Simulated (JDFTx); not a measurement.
Input for JDFTx (a modified build): difluoromethane, CH2F2 (SMILES FCF), charge 0, multiplicity 1, soft-sphere model, water, no salt; lengths in bohr, energies in hartree. The run starts from orbitals saved by an earlier run of the same system.

```
lattice \
  21.2594189020 0.0000000000 0.0000000000 \
  0.0000000000 19.8421243086 0.0000000000 \
  0.0000000000 0.0000000000 20.7869873709
coords-type Cartesian
ion F -2.0572472713 -1.3149871396 0.0001009562 0
ion C 0.0001779905 0.1741713092 -0.0000039709 0
ion F 2.0572472713 -1.3161451416 -0.0002156162 0
ion H 0.0011079511 1.3160560411 1.7339095351 0
ion H 0.0007323719 1.3161451416 -1.7339095351 0
ion-species pseudo/f_pbe_v1.4.upf
ion-species pseudo/c_pbe_v1.2.upf
ion-species pseudo/h_pbe_v1.4.upf
elec-cutoff 20 100
elec-ex-corr gga-PBE
symmetries none
elec-n-bands 10
electronic-minimize nIterations 150 energyDiffThreshold 1e-7
fluid LinearPCM
pcm-variant SoftSphere
fluid-solvent H2O
fluid-minimize nIterations 400 knormThreshold 1e-11
wavefunction read s0.wfns 13
dump-name s3.$VAR
dump End State Ecomponents EigStats BandEigs Forces ElecDensity IonicPositions FluidDebug
```

The log closes as follows.

```
[...]
ElecMinimize: Iter:   8  Etot: -55.513335433034783  |grad|_K:  3.499e-07  alpha:  7.643e-01  linmin: -1.512e-02
ElecMinimize: Iter:   9  Etot: -55.513335468011427  |grad|_K:  1.937e-07  alpha:  7.535e-01  linmin:  1.183e-05
ElecMinimize: Iter:  10  Etot: -55.513335478508239  |grad|_K:  1.002e-07  alpha:  7.484e-01  linmin: -2.196e-05
ElecMinimize: Converged (|Delta Etot|<1.000000e-07 for 2 iters).

# Ionic positions in cartesian coordinates:
ion F  -2.057247271300000  -1.314987139600000   0.000100956200000 0
ion F   2.057247271300000  -1.316145141600000  -0.000215616200000 0
ion C   0.000177990500000   0.174171309200000  -0.000003970900000 0
ion H   0.001107951100000   1.316056041100000   1.733909535100000 0
ion H   0.000732371900000   1.316145141600000  -1.733909535100000 0

# Forces in Cartesian coordinates:
force F  -0.026816737241019  -0.019524259212945  -0.000001233821379 0
force F   0.026729591509561  -0.019504570329208   0.000004197050895 0
force C   0.000128930857681   0.033593890953647  -0.000013900808143 0
force H  -0.000023015153392   0.002783793418328   0.003188695592414 0
force H  -0.000017687378012   0.002777939342161  -0.003176237091027 0

# Energy components:
   A_diel =       -0.0043786816580671
   Eewald =       18.4261894280189615
       EH =       66.0485639551128969
     Eloc =     -157.9634455593400730
      Enl =        7.7039772370486022
      Exc =      -11.8504160012435005
 Exc_core =        0.0336751314348453
       KE =       22.0924990121180969
-------------------------------------
     Etot =      -55.5133354785082389
```

The run took 11 electronic cycles (a count that differs between repeats, as do the digits past 10⁻⁶ Ha); the total lies -0.09 eV from the vacuum run at this geometry.
